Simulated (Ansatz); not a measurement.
`C#CSS` + `C=CSC` → `C#CC(=C)SC` + `SS`  (formal exchange of groups at a C–S bond)

Calculated with Ansatz (gas phase, PBE0-D4/def2-TZVP geometries, no zero-point term in ΔE). CCSD(T)/CBS adds triple-zeta CCSD(T) − MP2 to the extrapolated MP2 energy (def2 sets, frozen cores). This one scheme is used for every species. DFT in def2-TZVPP. Each species was taken in one conformer, which may not be the lowest.

`C#CSS`:

```xyz
6

C     1.341   -0.553   -1.063
C     0.234   -0.509   -0.589
S    -1.322   -0.555    0.032
S    -1.541    1.270    0.951
H     2.319   -0.584   -1.482
H    -1.031    0.930    2.151
```

`C=CSC`:

```xyz
10

C     0.175    0.639   -2.018
C     0.319    0.133   -0.798
S    -0.943   -0.692    0.077
C    -0.349   -0.501    1.763
H     1.023    1.070   -2.536
H    -0.777    0.626   -2.537
H     1.282    0.164   -0.294
H    -0.361    0.543    2.074
H    -1.027   -1.069    2.400
H     0.656   -0.914    1.870
```

`C#CC(=C)SC`:

```xyz
12

C    -0.682   -2.030   -0.756
C     0.045   -1.194   -0.287
C     0.863   -0.171    0.260
C     1.886   -0.434    1.080
S     0.563    1.484   -0.276
C    -1.230    1.529   -0.393
H    -1.310   -2.786   -1.165
H     2.150   -1.456    1.319
H     2.479    0.367    1.502
H    -1.476    2.517   -0.785
H    -1.695    1.405    0.585
H    -1.594    0.769   -1.083
```

`SS`:

Z-matrix (Å, degrees):
```
S
S 1 2.046
H 1 1.347 2 98.6
H 2 1.347 1 98.6 3 -90.5
```

```json
{"level": "revPBE-D4", "ΔE (kcal/mol)": "-5.0"}
{"level": "B97M-V", "ΔE (kcal/mol)": "-5.9"}
{"level": "PBE", "ΔE (kcal/mol)": "-4.2"}
{"level": "HF/def2-QZVPP", "ΔE (kcal/mol)": "-6.4"}
```

**Question.** What does CCSD(T)/CBS give? (Estimate.)

**Answer.** The calculation gave: -6.5 kcal/mol. The listed levels differ from it by 1.5, 0.6, 2.3, 0.1 kcal/mol.

Largest T1 diagnostic among the species: 0.014.

The D4 term adds −1.0 kcal/mol with B3LYP and −0.6 kcal/mol with PBE0; it sums over pairs of atoms, weighted by their polarisabilities, and B3LYP, whose exchange is more repulsive, gets the larger term. At CCSD(T), def2-SVP lies −2.1 kcal/mol from the extrapolated value and def2-TZVPP −0.0 kcal/mol. Leaving LDA and LC-ωPBE aside and taking each functional with its dispersion term where it has one, the values, not all of them listed here, spread over 1.6 kcal/mol, from BHLYP-D4 to PBE-D4. LDA lies −1.8 kcal/mol from PBE without D4.

B3LYP here is the variant with VWN-RPA as its local correlation; programs differ in this.
